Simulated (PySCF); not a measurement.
**HF under other conditions**

Aim: change spin, charge, geometry, field or solvent of HF, one at a time, and compare with the base run.

The runs use PySCF 2.14.0; method and basis as typed in the scripts.

### Step 1. Where the work starts

HF: 2 atoms, charge 0, spin multiplicity 1.

Bond lengths: H1–F2 0.935 Å.

### Step 2. Base script

Contents of input.py:

```python
from pyscf import gto, dft, tdscf

mol = gto.M(
    atom='H 0 0 0; F 0 0 0.935',
    basis='def2-svp',
    charge=0,
    spin=0,
    verbose=4,
)
mf = dft.UKS(mol, xc='scan')
mf.kernel()
td = tdscf.TDDFT(mf)
td.nstates = 8
td.kernel()
td.analyze()
mf.dip_moment()
print('orbital energies (hartree):', [e[max(0, n-3):n+3].round(4) for e, n in zip(mf.mo_energy, mol.nelec)])
```

The run is started by

```bash
> OMP_NUM_THREADS=1 python input.py
```

Its log is not repeated here.

It gives: E(SCF) = -100.322482 Eh, 7 cycles, μ = 1.88 D, excitations 10.10, 10.10, 10.97, 10.97, 12.70 eV.

The bond length is a typed value, not an optimised one.

### Step 3. Charge -1 (doublet)

Variant 1 changes charge: 0 → -1; spin (2S): 0 → 1.

Contents of input.py:

```python
from pyscf import gto, dft, tdscf

mol = gto.M(
    atom='H 0 0 0; F 0 0 0.935',
    basis='def2-svp',
    charge=-1,
    spin=1,
    verbose=4,
)
mf = dft.UKS(mol, xc='scan')
mf.kernel()
td = tdscf.TDDFT(mf)
td.nstates = 8
td.kernel()
td.analyze()
mf.dip_moment()
print('orbital energies (hartree):', [e[max(0, n-3):n+3].round(4) for e, n in zip(mf.mo_energy, mol.nelec)])
```

The run is started by

```bash
> OMP_NUM_THREADS=1 python input.py
```

### Step 4. PCM, ε = 32.6

Variant 2 changes solvent: none (gas phase) → PCM, ε = 32.6; step after the SCF: tddft → analyze.

Contents of input.py:

```python
from pyscf import gto, dft, solvent

mol = gto.M(
    atom='H 0 0 0; F 0 0 0.935',
    basis='def2-svp',
    charge=0,
    spin=0,
    verbose=4,
)
mf = dft.UKS(mol, xc='scan')
mf = solvent.PCM(mf)
mf.with_solvent.eps = 32.6
mf.kernel()
mf.analyze()
print('orbital energies (hartree):', [e[max(0, n-3):n+3].round(4) for e, n in zip(mf.mo_energy, mol.nelec)])
```

### Step 5. Triplet

Variant 3 changes spin (2S): 0 → 2.

Edit input.py of step 2 so:

```diff
@@ -6,3 +6,3 @@
     charge=0,
-    spin=0,
+    spin=2,
     verbose=4,
```

### Step 6. Bond 1.169 Å

Variant 4 changes bond length: 0.935 Å → 1.169 Å.

Edit input.py of step 2 so:

```diff
@@ -3,3 +3,3 @@
 mol = gto.M(
-    atom='H 0 0 0; F 0 0 0.935',
+    atom='H 0 0 0; F 0 0 1.169',
     basis='def2-svp',
```

**Question.** What will these runs give? Wanted: for each run, E(SCF); from base; gap, α spin; SCF dipole; after the SCF.

**Answer**, as computed:

| run | E(SCF) (hartree) | from base (eV) | cycles | gap, α spin (eV) | SCF dipole (D) | after the SCF |
| --- | --- | --- | --- | --- | --- | --- |
| base | -100.322482 | 0 | 7 | 10.97 | 1.88 | lowest root found 10.10 eV |
| charge -1 (doublet) | -100.174728 | +4.0206 | 8 | 16.77 | n/a | lowest root found 10.19 eV |
| PCM, ε = 32.6 | -100.330318 | -0.2132 | 7 | 11.82 | 2.09 | n/a |
| triplet | -99.958109 | +9.9151 | 11 | 14.37 | 2.36 | lowest root found 1.13 eV |
| bond 1.169 Å | -100.284048 | +1.0458 | 8 | 7.53 | 2.21 | lowest root found 6.65 eV |

In words: The largest comparable shift of the SCF energy, +9.915 eV, comes with the run “triplet”. At the SCF level, adding an electron (to the doublet) costs 4.02 eV at fixed geometry; correlation, diffuse functions and relaxation can still bind it. A continuum solvent with ε = 32.6 lowers the energy by 0.213 eV. The triplet solution found lies 9.92 eV above the base singlet at this geometry and level. With bond 1.169 Å the frontier gap moves by over 1.5 eV, which can mean another electronic state rather than the bond length alone.
